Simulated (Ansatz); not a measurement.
# BClH4O: the cost of one run

Method: RKS PBE/6-31G*, in Ansatz 0.2.0.

### 1 The starting structure

Bond lengths: B1–H3 1.190 Å, B1–Cl4 1.860 Å, B1–O5 1.710 Å, O5–H6 1.010 Å. Angles: H3–B1–Cl4 120.0°, H3–B1–O5 105.6°, Cl4–B1–O5 92.7°, B1–O5–H6 109.5°.

Structure file:

```xyz
7

B     0.0000    0.0000    0.0000
H     0.0000    0.0000    1.5400
H     1.0305    0.0000   -0.5950
Cl   -1.6108    0.0000   -0.9300
O    -0.2190   -1.6079    0.5392
H    -0.6224   -2.1606   -0.2037
H    -0.1162   -0.8534    1.5370
```

### 2 A restrained relaxation towards end A

Springs on the bonds that form and break draw the guess towards this end; the thresholds are loose.

The input, input.yaml:

```yaml
crystal:
  periodic: [false, false, false]
  atoms:
    - { symbol: B, position_ang: [0.0, 0.0, 0.0] }
    - { symbol: H, position_ang: [0.0, 0.0, 1.54] }
    - { symbol: H, position_ang: [1.0305, 0.0, -0.595] }
    - { symbol: Cl, position_ang: [-1.6108, 0.0, -0.93] }
    - { symbol: O, position_ang: [-0.219, -1.6079, 0.5392] }
    - { symbol: H, position_ang: [-0.6224, -2.1606, -0.2037] }
    - { symbol: H, position_ang: [-0.1162, -0.8534, 1.537] }
basis:
  gaussian: { orbitals: "6-31G*" }
hamiltonian:
  xc: pbe
relax:
  f_tol: 0.15
  max_steps: 25
  restrain:
    - { distance: [0, 4], at: 2.61, k: 30.0 }
    - { distance: [6, 1], at: 1.86, k: 30.0 }
    - { distance: [0, 1], at: 1.19, k: 30.0 }
    - { distance: [6, 4], at: 1.01, k: 30.0 }
```

On the command line:

```console
> ansatz run input.yaml --threads 1 --pin off --max-ram 2048MiB --backend cpu --events-out ev --progress --plain --runs-dir out
```

What time and memory should one allow on 1 thread of Arm Neoverse V1, shared host?

About 16 s, with a peak of 0.12 GiB.
